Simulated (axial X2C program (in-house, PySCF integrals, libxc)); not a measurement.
Testing model relations on NaF

A bond curve at the CCSD(T) level, 2c, was computed with an in-house relativistic program for diatomic molecules (basis Na dyall-cv3z [9s8p5d2f], F dyall-av3z [7s6p3d2f] (cores contracted in-house)) for the state Ω = 0 (closed shell). Its fit gives Re = 1.9524 Å, ωe = 517.9 cm⁻¹, ωexe = 3.39 cm⁻¹ and αe = 4.412e-03 cm⁻¹; the masses are 22.9898 and 18.9984 u. Two-component means X2C with spin–orbit coupling and atomic mean-field Coulomb and Gaunt terms.

Correlated methods: 8 electrons correlated (number of frozen shells: Na 2 s, 1 p; F 1 s), 218 virtual spin orbitals or spinors in MP2, 82 natural virtuals in coupled cluster.

Q: Find the reduced mass, Be and the force constant.

A: From the CCSD(T) values: μ = 10.4022 u. Be = 16.8576/(μ Re²) = 0.4251 cm⁻¹. k = 5.8918×10⁻⁷ μ ωe² = 1.64 mdyn/Å.

Q: Estimate De from a Morse curve and compare with the computed well depth of 4.875 eV to Na + F.

A: De(Morse) = ωe²/(4ωexe) = 2.452 eV against 4.875 eV computed, a ratio of 0.50. The extrapolation falls short: long-range attraction (ionic or ion–induced dipole) or a change of character along the curve can cause this.

Q: A Morse curve ties αe to the other constants (Pekeris). How well does that hold?

A: αe(Morse) = 6Be²/ωe × (√(ωexe/Be) − 1) = 3.819e-03 cm⁻¹; the CCSD(T) curve gives 4.412e-03 cm⁻¹, a ratio of 0.87.

Q: Estimate the centrifugal constant by the Kratzer relation.

A: D = 4Be³/ωe² = 1.15e-06 cm⁻¹.

Q: Where do the fundamental and the first overtone lie?

A: ν(1←0) = ωe − 2ωexe = 511.1 cm⁻¹; ν(2←0) = 2ωe − 6ωexe = 1015.5 cm⁻¹.

The state is a single determinant with fixed occupations, the lowest that a limited PBE0 search found. Dissociation energies refer to the lowest single-determinant-based atoms at the same level and basis. Coupled cluster ran in a truncated set of natural virtual spinors; the MP2 energy of the rest was added. (T) has no such correction and the atoms are truncated less, which lowers De at CCSD(T) by a hundredth of an eV or more.
